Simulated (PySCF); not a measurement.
# Field gradients at the hydrogen positions

CH4O.
SMILES with atom numbers: `[CH3:1][OH:2]` (hydrogens: H3, H4, H5 on C1; H6 on O2)

Geometry (PBE0-D3(BJ)/def2-SVP, Å), atoms numbered from 1 in this order:
```
atom  x, y, z in Å
C1    -0.3290   -0.0136    0.0961
O2     0.8306   -0.4451   -0.5533
H3    -0.2250    0.0270    1.1988
H4    -1.1279   -0.7359   -0.1289
H5    -0.6795    0.9806   -0.2452
H6     1.5308    0.1870   -0.3675
```

Level: PBE0/pcSseg-1 (PySCF, non-relativistic); Q(2H) = 0.00286 b; rigid geometry, the same for H and D, with no vibrational averaging.

Question: Rank these positions by the coupling χzz of a deuteron there, largest first.
A. H4 (methyl hydrogen)
B. H6 (hydroxyl hydrogen)
C. H5 (methyl hydrogen)

Answer: B (319 kHz), A (192 kHz), C (183 kHz).

Q: What are Vzz, η and χzz (234.96 MHz × Q × Vzz) at all hydrogens?

A: 
| atom | bonded to | bond length (Å) | Vzz (au) | η | χzz (kHz) |
| --- | --- | --- | --- | --- | --- |
| H3 | C1 | 1.108 | 0.2721 | 0.08 | 183 |
| H4 | C1 | 1.100 | 0.2852 | 0.07 | 192 |
| H5 | C1 | 1.108 | 0.2724 | 0.08 | 183 |
| H6 | O2 | 0.961 | 0.4752 | 0.14 | 319 |

Q: Average by the element that carries the hydrogen.

A: on C: 186 kHz over 3 positions, mean bond length 1.106 Å; on O: 319 kHz over 1 position, mean bond length 0.961 Å.

Q: A static deuteron (I = 1) shows a doublet split by (3/2)χ, (3/4)χ(1 + η) and (3/4)χ(1 − η) with the field along z, y and x of the gradient. What are these for H5?

A: With |χ| = 183.0 kHz and η = 0.080: 275, 148 and 126 kHz, to first order and without motion.

Isolated species at its PBE0-D3(BJ)/def2-SVP geometry, gas phase. The small basis limits the accuracy of the gradients.

The run behind these numbers computed NMR shieldings as well. The run took about 1.4 s of CPU time (one thread, shared machine).
